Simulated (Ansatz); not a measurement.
What a trial cell of GaSb2 relaxes into

All numbers below come from DFT PBE, scalar-relativistic, plane waves, PAW in Ansatz. Cutoff 420 eV, Γ-centred k mesh, Gaussian smearing, no spin polarisation in the final step.

The start puts GaSb2 on the sites of a reported ThAs2 cell (P4/nmm, No. 129), with Ga in place of Th, Sb in place of As, at a guessed volume.

```xyz
6
Lattice="4.1031 0.0000 0.0000 0.0000 4.1031 0.0000 0.0000 0.0000 8.6108" Properties=species:S:1:pos:R:3 pbc="T T T"
Ga    2.0515    0.0000    2.4110
Ga    0.0000    2.0515    6.1998
Sb    0.0000    0.0000    0.0000
Sb    2.0515    2.0515    0.0000
Sb    2.0515    0.0000    5.5109
Sb    0.0000    2.0515    3.0999
```

Cell and atoms relax at zero pressure; the relaxation can't lower the symmetry of the start. After a coarse first stage the cell is made exact in the group found at 0.06 Å.

Energies over the elements count from the elements' standard structures at the same level, with no empirical corrections.

Problem. What does it relax into?

Solution. It keeps P4/nmm (No. 129), but not the shape of the type it started on. Conventional cell: a = 4.226 Å, c = 9.006 Å. Ga is coordinated by 5 Sb at 2.89–3.05 Å; Sb on Wyckoff site a (2 atoms of the primitive cell) has 4 Sb at 2.99 Å; Sb on Wyckoff site c (2 atoms of the primitive cell) is coordinated by 5 Ga at 2.89–3.05 Å and 4 Sb at 3.47 Å.

```cif
data_structure
_symmetry_space_group_name_H-M 'P4/nmm:1'
_symmetry_Int_Tables_number 129
_cell_length_a 4.2261
_cell_length_b 4.2261
_cell_length_c 9.0059
_cell_angle_alpha 90.000
_cell_angle_beta 90.000
_cell_angle_gamma 90.000
_cell_volume 160.85
loop_
_atom_site_label
_atom_site_type_symbol
_atom_site_symmetry_multiplicity
_atom_site_Wyckoff_symbol
_atom_site_fract_x
_atom_site_fract_y
_atom_site_fract_z
_atom_site_occupancy
Ga1 Ga 2 c 0.50000 0.00000 0.37314 1
Sb1 Sb 2 a 0.00000 0.00000 0.00000 1
Sb2 Sb 2 c 0.50000 0.00000 0.69378 1
```

Problem. What are its volume, energy, density and gap?

Solution. The volume per atom is 26.81 Å³ and the density is 6.47 g/cm³. The energy over the elements is 0.19 eV/atom and the gap on the 10×10×6 mesh is 0 eV (a metal).

The final run used a 10×10×6 mesh on its 6-atom cell and 0.10 eV smearing. The k mesh leaves about 4 meV/atom of noise in metals. Spin–orbit coupling is left out. Symmetry constrained the relaxation, so the result can be a saddle point. The steps took about 4 core-minutes in all.